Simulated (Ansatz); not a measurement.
Molecule (SMILES): N#[N+][O-].
Atoms: N1, N2, O3. Bonds: N1-N2, N2-O3.

How fast the optimised N1-N2 bond length converges with the basis for several methods (Ansatz, a program for electronic structure): deviation from each method's own reference, in Å. References: HF 1.0806 Å, the value in def2-QZVPPD; MP2 1.1514 Å, the value in def2-QZVPP; PBE 1.1368 Å, the value in def2-QZVPPD; PBE0 1.1173 Å, the value in def2-QZVPPD. Cartesian d functions, on some or all atoms, in 6-31G*; all else is spherical. In correlated methods cores are frozen. No added dispersion term, no relativity. The reference of a correlated method is not its basis-set limit, which lies further on.

| basis | functions | HF | MP2 | PBE | PBE0 |
|---|---|---|---|---|---|
| cc-pVDZ | 42 | 0.0109 | 0.0209 | 0.0130 | 0.0120 |
| 6-31G* | 45 | 0.0114 | 0.0210 | 0.0133 | 0.0125 |
| 6-311G** | 54 | 0.0049 | 0.0116 | 0.0058 | 0.0053 |
| cc-pVTZ | 90 | 0.0017 | 0.0037 | 0.0015 | 0.0016 |
| def2-TZVPP | 93 | 0.0007 | 0.0026 | 0.0009 | 0.0009 |
| jun-cc-pV(T+d)Z | 117 | 0.0014 | 0.0038 | 0.0010 | 0.0011 |
| 6-311++G(3df,3pd) | 117 | 0.0012 | 0.0030 | 0.0011 | 0.0011 |
| def2-QZVPP | 171 | 0.0000 | 0.0000 | 0.0002 | 0.0001 |

Mean absolute deviation over 6-311G**, cc-pVTZ, def2-TZVPP, jun-cc-pV(T+d)Z, 6-311++G(3df,3pd): HF 0.0020, PBE0 0.0020, PBE 0.0021, MP2 0.0050 Å.
